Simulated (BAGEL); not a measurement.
# SiH2SO (SMILES O[Si]S) at RI-MP2/def2-SVPD (density fitting with qzvpp-jkfit)

Aim: the energy change on altering one bond length of SiH2SO at RI-MP2/def2-SVPD (density fitting with qzvpp-jkfit), from 2 runs. 

The calculation is run with BAGEL 1.2.2.

1 further run of the same task is left out (set aside as unsound or not needed). Runs told in other sessions of the task aren't counted.

## Step 1: The system as given

The species is SiH2SO (5 atoms), meant as a singlet with charge 0. SMILES: `O[Si]S`. Geometry: relaxed at PBE0-D4/def2-TZVP. This is one conformer, not always the lowest.

Bond lengths: O1–Si2 1.646 Å, Si2–S3 2.176 Å, O1–H4 0.960 Å, S3–H5 1.346 Å. Angles: O1–Si2–S3 104.3°, Si2–O1–H4 123.1°, Si2–S3–H5 99.8°.

## Step 2: The energy at RI-MP2/def2-SVPD (density fitting with qzvpp-jkfit)

mp2.json reads:

```json
{ "bagel": [

{
  "title": "molecule",
  "basis": "def2-svpd.json",
  "df_basis": "qzvpp-jkfit",
  "angstrom": true,
  "geometry": [
    { "atom": "O", "xyz": [   -1.194700,   -0.658900,   -0.325800 ] },
    { "atom": "Si", "xyz": [   -0.956800,    0.951300,   -0.079500 ] },
    { "atom": "S", "xyz": [    1.167700,    1.118600,    0.360300 ] },
    { "atom": "H", "xyz": [   -0.489400,   -1.308100,   -0.267200 ] },
    { "atom": "H", "xyz": [    1.523000,   -0.176500,    0.270700 ] }
  ]
},
{
  "title": "hf"
},
{
  "title": "mp2",
  "ncore": 11
}

]}
```

The basis set def2-SVPD is read from a file made from the Basis Set Exchange's data (not shown).

Started as:

```console
BAGEL_NUM_THREADS=1 BAGEL mp2.json > mp2.out
```

Log:

```text
* using 1 threads per process

  ===============================================================
  ===============================================================

  *** Geometry ***

  { "atom" : "O", "xyz" : [     -2.257656,     -1.245141,     -0.615673 ] },
  { "atom" : "Si", "xyz" : [     -1.808090,      1.797696,     -0.150233 ] },
  { "atom" : "S", "xyz" : [      2.206633,      2.113848,      0.680868 ] },
  { "atom" : "H", "xyz" : [     -0.924832,     -2.471951,     -0.504935 ] },
  { "atom" : "H", "xyz" : [      2.878053,     -0.333537,      0.511549 ] },

  Number of auxiliary basis functions:      369

  Since a DF basis is specified, we compute 2- and 3-index integrals:
    o Being stored without compression. Storage requirement is 0.024 GB

  Number of basis functions:       90
  Number of electrons      :       40

    * METHOD: MOLECULE                             0.10

  *** RHF ***

  === Nuclear Repulsion ===
   133.9315817728

      * DIIS with orbital gradients will be used.

  === RHF iteration (def2-svpd.json) ===
      0       -762.03637460          0.02188554           0.03
      1       -762.15827751          0.01828939           0.03
      2       -762.26422300          0.00184674           0.03
      3       -762.26682317          0.00059702           0.03
      4       -762.26717911          0.00017795           0.03
      5       -762.26721496          0.00004497           0.03
      6       -762.26721790          0.00001330           0.03
      7       -762.26721811          0.00000493           0.03
      8       -762.26721814          0.00000217           0.03
      9       -762.26721814          0.00000073           0.03
     10       -762.26721814          0.00000025           0.03
     11       -762.26721814          0.00000009           0.03
     12       -762.26721814          0.00000004           0.03
     13       -762.26721814          0.00000001           0.03
     14       -762.26721814          0.00000000           0.03
    * SCF iteration converged.

    * Permanent dipole moment:
           (   -0.333852,     0.705200,     0.021360) a.u.

    * METHOD: HF                                   0.51

  *** RHF ***

  === Nuclear Repulsion ===
   133.9315817728

      * DIIS with orbital gradients will be used.

  === RHF iteration (def2-svpd.json) ===
      0       -762.26721814          0.00000000           0.03
    * SCF iteration converged.

    * Permanent dipole moment:
           (   -0.333852,     0.705199,     0.021360) a.u.

  === DF-MP2 calculation ===

    * freezing 11 orbitals
    * 3-index integral transformation done
    * assembly done

      MP2 correlation energy:   -0.4246486998      0.01

      MP2 total energy:       -762.6918668426

    * METHOD: MP2                                  0.07

  ===============================================================
```

Run time: 0.84 s. Hardware: 1 thread of Intel Xeon 6975P-C (Granite Rapids), shared host; peak memory 0.099 GiB.

## Step 3: The distorted shape, same level

input.json reads:

```json
{ "bagel": [

{
  "title": "molecule",
  "basis": "def2-svpd.json",
  "df_basis": "qzvpp-jkfit",
  "angstrom": "true",
  "geometry": [
    { "atom": "O", "xyz": [      -1.406288,      -0.464142,      -0.343380 ] },
    { "atom": "Si", "xyz": [      -1.168388,       1.146058,      -0.097080 ] },
    { "atom": "S", "xyz": [       0.956112,       1.313358,       0.342720 ] },
    { "atom": "H", "xyz": [      -0.489400,      -1.308100,      -0.267200 ] },
    { "atom": "H", "xyz": [       1.311412,       0.018258,       0.253120 ] }
  ]
},

{
  "title": "hf"
},

{
  "title": "mp2",
  "ncore": 11
}

]}
```

The basis set def2-SVPD is read from a file made from the Basis Set Exchange's data (not shown).

Started as:

```console
BAGEL_NUM_THREADS=1 BAGEL input.json > input.out
```

Log:

```text
* using 1 threads per process

  ===============================================================
  ===============================================================

  *** Geometry ***

  { "atom" : "O", "xyz" : [     -2.657499,     -0.877101,     -0.648894 ] },
  { "atom" : "Si", "xyz" : [     -2.207933,      2.165736,     -0.183455 ] },
  { "atom" : "S", "xyz" : [      1.806790,      2.481887,      0.647647 ] },
  { "atom" : "H", "xyz" : [     -0.924832,     -2.471951,     -0.504935 ] },
  { "atom" : "H", "xyz" : [      2.478210,      0.034503,      0.478327 ] },

  Number of auxiliary basis functions:      369

  Since a DF basis is specified, we compute 2- and 3-index integrals:
    o Being stored without compression. Storage requirement is 0.024 GB

  Number of basis functions:       90
  Number of electrons      :       40

    * METHOD: MOLECULE                             0.09

  *** RHF ***

  === Nuclear Repulsion ===
   132.5777363054

      * DIIS with orbital gradients will be used.

  === RHF iteration (def2-svpd.json) ===
      0       -761.96885372          0.02220585           0.03
      1       -762.06124055          0.02100652           0.03
      2       -762.20812744          0.00203839           0.03
      3       -762.21128726          0.00072089           0.03
      4       -762.21181732          0.00022234           0.03
      5       -762.21186518          0.00005527           0.03
      6       -762.21186917          0.00001681           0.03
      7       -762.21186951          0.00000647           0.03
      8       -762.21186955          0.00000270           0.03
      9       -762.21186956          0.00000092           0.03
     10       -762.21186956          0.00000032           0.03
     11       -762.21186956          0.00000013           0.03
     12       -762.21186956          0.00000006           0.03
     13       -762.21186956          0.00000001           0.03
     14       -762.21186956          0.00000001           0.03
    * SCF iteration converged.

    * Permanent dipole moment:
           (   -0.405960,     0.779980,     0.016428) a.u.

    * METHOD: HF                                   0.54

  *** RHF ***

  === Nuclear Repulsion ===
   132.5777363054

      * DIIS with orbital gradients will be used.

  === RHF iteration (def2-svpd.json) ===
      0       -762.21186956          0.00000000           0.03
    * SCF iteration converged.

    * Permanent dipole moment:
           (   -0.405960,     0.779979,     0.016428) a.u.

  === DF-MP2 calculation ===

    * freezing 11 orbitals
    * 3-index integral transformation done
    * assembly done

      MP2 correlation energy:   -0.4387664253      0.01

      MP2 total energy:       -762.6506359819

    * METHOD: MP2                                  0.08

  ===============================================================
```

Wall time 0.86 s (1 thread of Intel Xeon 6975P-C (Granite Rapids), shared host); peak memory 0.099 GiB.

## Step 4: Outcome

At RI-MP2/def2-SVPD (density fitting with qzvpp-jkfit), 11 core orbitals frozen:

```
                                                         quantity          value
                                        first shape: total energy  -762.69187 Eh
        first shape: correlation energy (11 core orbitals frozen)     -424.6 mEh
                                    distorted shape: total energy  -762.65064 Eh
    distorted shape: correlation energy (11 core orbitals frozen)     -438.8 mEh
energy change with the O1–H4 bond stretched from 0.960 to 1.248 Å       1.122 eV
```

In words: With the O1–H4 bond stretched from 0.960 to 1.248 Å the energy rises by 1.12 eV (108 kJ/mol). The first shape isn't relaxed at this level, so the change isn't measured from a minimum.
